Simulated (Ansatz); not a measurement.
Total energies of `CCOC`.

Cartesian coordinates in Å:
```
C 1.457 -0.835 -0.635
C 0.356 0.162 -0.383
O -0.500 -0.344 0.610
C -1.553 0.528 0.902
H 1.042 -1.788 -0.970
H 2.030 -1.013 0.277
H 2.137 -0.465 -1.405
H -0.214 0.353 -1.307
H 0.775 1.128 -0.059
H -2.164 0.063 1.676
H -1.186 1.495 1.274
H -2.180 0.716 0.019
```

Charge 0, multiplicity 1. The structure was optimised at the PBE0-D4/def2-TZVP level. It is one conformer, not always the lowest. Basis def2-TZVPP, Ansatz.

RPA on PBE orbitals: Hartree–Fock energy of these orbitals -193.14479 Eh, correlation -1.27514 Eh (frozen core).

| functional | energy without D4 (Eh) | D4 term (kJ/mol) |
| --- | --- | --- |
| r2SCAN | -194.30344 | -4.1 |
| ωB97X-V | -194.35998 | – |

Q: Give the same for LDA (SPW92), PBE, revPBE, BLYP, B97M-V, PBE0, B3LYP, r2SCANh, r2SCAN0, HSE06 (plane-wave form), BHLYP, CAM-B3LYP, LC-ωPBE, ωB97M-V, B2PLYP, PBE-QIDH. (An estimate is asked.)

A: The calculation gave: 
| functional | energy without D4 (Eh) | D4 term (kJ/mol) |
| --- | --- | --- |
| LDA (SPW92) | -192.73738 | – |
| PBE | -194.16602 | -15.9 |
| revPBE | -194.35583 | -59.9 |
| BLYP | -194.33344 | -36.2 |
| B97M-V | -194.39741 | – |
| PBE0 | -194.18921 | -13.2 |
| B3LYP | -194.43031 | -25.2 |
| r2SCANh | -194.29506 | -4.3 |
| r2SCAN0 | -194.28337 | -4.6 |
| HSE06 (plane-wave form) | -194.17810 | -12.1 |
| BHLYP | -194.30448 | -16.6 |
| CAM-B3LYP | -194.32639 | -13.0 |
| LC-ωPBE | -194.30676 | – |
| ωB97M-V | -194.31923 | – |
| B2PLYP | -194.25278 | – |
| PBE-QIDH | -194.16361 | – |

B3LYP takes the VWN-RPA correlation (the form of Gaussian; ORCA's B3LYP/G). HSE06 is the plane-wave form, built on full-range PBE exchange. The double hybrids freeze the cores in their second-order part.

LC-ωPBE has ω = 0.4 bohr⁻¹.
